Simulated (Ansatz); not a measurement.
Frontier orbitals of CH3Cl, SMILES `CCl`.

Charge 0, multiplicity 1. The structure was optimised at the PBE0-D4/def2-TZVP level. Basis def2-TZVPP, the Gaussian-basis code of Ansatz.

```
functional  HOMO (eV)  LUMO (eV)  gap (eV)
       PBE      -6.98      -0.24      6.74
      BLYP      -6.84      -0.18      6.66
      PBE0      -8.42       0.84      9.26
   LC-ωPBE     -11.30       3.21     14.51
   ωB97M-V     -10.74       2.69     13.43
```

(1) What is the vertical ionisation energy at frozen-core CCSD(T)/CBS(def2)? (Best estimate.)

Answers

(1) Ansatz gave: 11.48 eV (T1 of the cation 0.021).

From PBE to PBE0 the HOMO moves by −1.44 eV and the LUMO by +1.08 eV, and with ωB97M-V by −3.75 and +2.93 eV, so the gap grows from 6.75 to 13.43 eV with exact exchange. A positive LUMO is unbound and depends on the basis. −ε(HOMO) differs from that ionisation energy by −4.49 eV with PBE and −0.74 eV with ωB97M-V.

LC-ωPBE has ω = 0.4 bohr⁻¹.
